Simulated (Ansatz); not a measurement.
# C3H2S: the cost of one run

Computed with Ansatz 0.2.0 (the levels named in each step, unless a step's input says otherwise).

## (1) Starting point

Bond lengths: C1–C2 1.206 Å, C2–C3 1.393 Å, C3–S4 1.628 Å, C1–H5 1.050 Å, C3–H6 1.087 Å. Angles: C1–C2–C3 177.6°, C2–C1–H5 179.0°, C2–C3–S4 123.4°, C2–C3–H6 116.6°, S4–C3–H6 120.0°.

Coordinates:

```xyz
6

C     2.2880   -0.4306   -0.3036
C     1.1243   -0.5191   -0.0004
C    -0.2288   -0.5700    0.3259
S    -1.2783    0.6270   -0.0169
H     3.3047   -0.3701   -0.5586
H    -0.5733   -1.4665    0.8353
```

## (2) A rough first relaxation, PBE-D4/def2-SVP

This run stands in another session on the same molecule. It ended at:

```xyz
6

C     2.3161   -0.4465   -0.3017
C     1.1206   -0.4821   -0.0174
C    -0.2513   -0.5487    0.3214
S    -1.3536    0.6292   -0.0014
H     3.3655   -0.3980   -0.5597
H    -0.5607   -1.4832    0.8404
```

## (3) Relaxation, r2SCAN-D4/def2-TZVPP

Input file input.yaml:

```yaml
crystal:
  periodic: [false, false, false]
  atoms:
    - { symbol: C, position_ang: [2.31607914, -0.44646689, -0.30174055] }
    - { symbol: C, position_ang: [1.12057504, -0.48206238, -0.01739502] }
    - { symbol: C, position_ang: [-0.2512632, -0.54868374, 0.32135679] }
    - { symbol: S, position_ang: [-1.3535697, 0.6291656, -0.00138549] }
    - { symbol: H, position_ang: [3.36546366, -0.39803068, -0.55965122] }
    - { symbol: H, position_ang: [-0.56072493, -1.48317191, 0.84044548] }
basis:
  gaussian: { orbitals: def2-TZVPP }
hamiltonian:
  xc: r2scan
  dispersion: d4
relax:
  f_tol: 0.002
  max_steps: 150
```

Command:

```sh
$ ansatz run input.yaml --threads 4 --pin off --max-ram 10240MiB --backend cpu --events-out ev --progress --plain --runs-dir out
```

Q: Estimate wall time and peak memory on 4 threads of Arm Neoverse V1, shared host.

About 18 s, with a peak of 0.29 GiB.
